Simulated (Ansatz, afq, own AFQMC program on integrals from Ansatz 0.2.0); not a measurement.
# GaCN, singlet in cc-pVDZ along one coordinate

| atom | x (Å) | y (Å) | z (Å) |
| --- | --- | --- | --- |
| C | 0.0000 | 0.0000 | -1.4325 |
| N | 0.0000 | 0.0000 | -0.2572 |
| Ga | 0.0000 | 0.0000 | 1.6896 |

The N2–Ga3 distance is changed with both sides rigid. Energies in eV count from this geometry (1.947 Å) at the same level; the start stands on RHF, each point on the determinant named.

Basis cc-pVDZ. Noble-gas cores (and the filled d shells of Ga–Kr and In–Xe) are frozen. AFQMC by an in-house program on the Cholesky factors that Ansatz 0.2.0 writes for its CCSD(T) run. ph-AFQMC/CISD is guided by a CISD state made of CCSD amplitudes; releasing the constraint for a short imaginary time cuts its bias at the price of noise, slowly where states lie close. Uncertainties: one standard error, sampling alone. No spin–orbit coupling.

Cautions, each for one point or more: higher spins were not checked; inner d shell frozen; no relativity below Rb; no spin-orbit coupling; raised T1 diagnostic; restricted determinant unstable towards unrestricted; strong correlation.

| r(N2–Ga3) / Å | det. | T1 | weight | PBE | r2SCAN | CCSD(T) |
| --- | --- | --- | --- | --- | --- | --- |
| 1.526 | RHF | 0.017 | 0.85 | 2.636 | 2.489 | 2.774 |
| 2.352 | RHF | 0.019 | 0.85 | 0.472 | 0.583 | 0.527 |
| 3.139 | RHF | 0.030 | 0.83 | 1.995 | 2.237 | 2.247 |
| 4.296 | RHF¶ | 0.063 | 0.78 | 3.088§ | 3.311§ | 3.869 |

(1) Estimate the curve of CCSDT(Q), counted from the same start.

## Answers

(1) 
```csv
r(N2–Ga3) / Å,det.,T1,weight,CCSDT(Q),ph-AFQMC/CISD,released AFQMC
1.526,RHF,0.017,0.85,2.776,2.771 ± 0.027,–
2.352,RHF,0.019,0.85,0.522,0.529 ± 0.030,–
3.139,RHF,0.030,0.83,2.232,2.204 ± 0.041,2.191 ± 0.071*
4.296,RHF¶,0.063,0.78,3.790,3.807 ± 0.065,3.738 ± 0.107*
```

Weight is that of the determinant in the CISD state; at the start T1 is 0.017 and the weight 0.85. ¶ marks points with a poor determinant and no full CI, where no value is sure; they don't count among the departures. An asterisk marks released energies that aren't shown to be converged. A dash marks a missing value, a released energy that hasn't settled or a functional that sits on another state. § marks a functional whose ⟨S²⟩ is too high by over 0.1. Largest departures from CCSDT(Q), at the points where its series has closed: CCSD(T) 0.015 eV at 3.139 (on RHF), ph-AFQMC/CISD -0.028 eV at 3.139 (on RHF) (within the noise), PBE -0.237 eV at 3.139, r2SCAN -0.287 eV at 1.526. Functionals count only at points shown to share the start's state and spin. In this small basis the wave-function levels are far from their limit, so their gap to the functionals isn't the functionals' error.

A walk keeps the symmetry of its determinant, which the program's search chose and which needn't be the lowest solution, so a lower state of the same spin and another symmetry isn't excluded.
